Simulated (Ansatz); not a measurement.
A made-up structure of CH4BO (charge -1), singlet:

C1  (-0.766, 0.237, -0.523)
B2  (1.303, -0.737, 0.651)
O3  (0.301, 0.279, 0.471)
H4  (-0.907, -0.584, -1.237)
H5  (-1.508, 1.028, -0.628)
H6  (0.421, 1.008, 1.100)
H7  (1.090, -1.556, -0.127)
(Å)

It is relaxed with PBE-D4/def2-SVPD and then PBE0-D4/def2-TZVPD (Ansatz 0.2.0). Atoms count as bonded within 1.22 times the sum of their covalent radii (H–H: 0.88 Å). The end point is not checked to be a true minimum.

Task: Does its bonding change? (A judgement: the text doesn't fix the answer.)

Result: The calculation gives: No: no bond forms or breaks.

Where it ends: The first stage lowers the energy by 1.32 eV in 17 steps. It ends as CH₄BO ([BH][OH][CH2]), total charge -1:
```
7
angstrom
C -1.0851 0.4275 -0.3626
B 1.4037 -0.5886 0.5361
O 0.1709 0.1660 0.5750
H -1.3794 -0.6148 -0.5701
H -0.5654 0.7535 -1.2790
H 0.0436 0.6600 1.3812
H 1.3452 -1.1295 -0.5734
```

Labels in which every atom is bracketed show which atoms are joined, not bond orders.

For scale, one of the runs: PBE0-D4/def2-TZVPD relaxation, 150 basis functions, launched by `ansatz run in.yaml --threads 2 --pin off --events-out ev --progress --plain --max-ram 4352MiB`. Hardware: 2 CPU threads of an Arm Neoverse V2, shared host. Wall time about 18 s.
